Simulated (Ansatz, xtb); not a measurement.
# Two isomers of C5H11Cl

Structure a: `CCC(C)(C)Cl`, a singlet. Structure b: `CCCCCCl`, a singlet. Both are isolated molecules in the gas phase, relaxed with PBE-D3(BJ)/def2-SVP, each in the lowest conformer that the search found.

Quicker runs give these differences E(b) − E(a): GFN2-xTB +27.1 kJ/mol; HF/STO-3G +9.5 kJ/mol (at GFN2-xTB geometries); r2SCAN-D4/def2-SVP +28.6 kJ/mol (at GFN2-xTB geometries).

Question: Estimate E(b) − E(a) at the level CCSD(T)/def2-SVP + ΔMP2/def2-TZVPP.

Answer: Calculated at CCSD(T)/def2-SVP + ΔMP2/def2-TZVPP: E(b) − E(a) = +27.0 kJ/mol, so structure a lies lower.

Level by level:

| level | geometry | E(b) − E(a) (kJ/mol) | departure from the last row (kJ/mol) | job, with rough time for the two |
| --- | --- | --- | --- | --- |
| GFN2-xTB | GFN2-xTB | +27.1 | 0.0 | optimisation, 0.16 s |
| HF/STO-3G | GFN2-xTB | +9.5 | −17.5 | single point, 0.6 s |
| r2SCAN-D4/def2-SVP | GFN2-xTB | +28.6 | +1.6 | single point, 4.5 s |
| PBE-D3(BJ)/def2-SVP | PBE-D3(BJ)/def2-SVP | +23.5 | −3.5 | optimisation, 21 s |
| HF/def2-SVP | PBE-D3(BJ)/def2-SVP | +14.8 | −12.3 | part of the CCSD(T) run |
| MP2/def2-SVP | PBE-D3(BJ)/def2-SVP | +32.6 | +5.6 | part of the CCSD(T) run |
| CCSD(T)/def2-SVP | PBE-D3(BJ)/def2-SVP | +29.3 | +2.2 | single point |
| CCSD(T)/def2-SVP + ΔMP2/def2-TZVPP | PBE-D3(BJ)/def2-SVP | +27.0 |  | single point, 82 s |

As drawn, both hold the same kinds of bond in the same numbers. Structure a has 3 methyl groups, b 1.

None of the levels shown reverses the order. The largest departure from CCSD(T)/def2-SVP + ΔMP2/def2-TZVPP is that of HF/STO-3G, 17.5 kJ/mol. The last row adds to CCSD(T) the change of the MP2 difference between the two basis sets, here −2.2 kJ/mol.

With thermal terms from frequencies at re-optimised GFN2-xTB minima (ideal gas, soft modes damped towards free rotors, one conformer each, 298.15 K, 1 atm): on the last row, ΔE + ΔZPE = +29.8, ΔH = +29.2, ΔG = +27.3 kJ/mol.

Tabulated enthalpies of formation at 298 K are −202.2 kJ/mol for a (CRC Handbook of Chemistry and Physics) and −174.9 kJ/mol for b (CRC Handbook of Chemistry and Physics), a difference of +27.3 kJ/mol. Calculated less tabulated ΔH, with the same thermal term: GFN2-xTB +1.9, HF/STO-3G −15.6, r2SCAN-D4/def2-SVP +3.5, PBE-D3(BJ)/def2-SVP −1.6, HF/def2-SVP −10.3, MP2/def2-SVP +7.5, CCSD(T)/def2-SVP +4.2, CCSD(T)/def2-SVP + ΔMP2/def2-TZVPP +1.9 kJ/mol. Handbook values carry no stated uncertainty.

The correlated steps freeze 10 core orbitals. Codes used: Ansatz 0.2.0, xtb 6.7.1; the last row on 2 threads of Intel(R) Xeon(R) Platinum 8375C CPU @ 2.90GHz (Ice Lake) on a shared host.
